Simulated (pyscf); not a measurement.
`[CH3][In]([OH])[OH]` + `[H][H]` -> `[OH][InH][OH]` + `[CH4]` (four-centre exchange; singlet surface; C–In, H–H broken, H–In, C–H formed). Structures and frequencies: ωB97X-D3(BJ)/def2-SVP in PySCF. Energies in kcal/mol from the separated reactants.

```tsv
level	barrier	reaction energy
ωB97X-D3(BJ)/def2-TZVP	49.9	-8.5
PBE/def2-TZVP	?	-9.7
r²SCAN/def2-TZVP	46.1	-9.7
M06-2X/def2-TZVP	?	?
ωB97M-D3(BJ)/def2-TZVP	49.9	-10.7
HF/def2-TZVP	60.7	-15.3
```

### Question
Complete the blanks.

### Answer

- PBE/def2-TZVP, barrier: 45.6
- M06-2X/def2-TZVP, barrier: 49.2
- M06-2X/def2-TZVP, reaction energy: -8.0

The functionals in the table span 4.3 kcal/mol in this barrier, from PBE to ωB97M-D3(BJ). On the product side the descent ends in a complex (not fully relaxed), 4.1 kcal/mol under the separated species and 62.5 kcal/mol under the saddle at ωB97X-D3(BJ)/def2-TZVP. At the saddle there is also a short H–In contact that neither side keeps. One saddle was located; it need not be the lowest between these sides. Elements past Kr carry the def2 core potentials, without spin-orbit coupling.
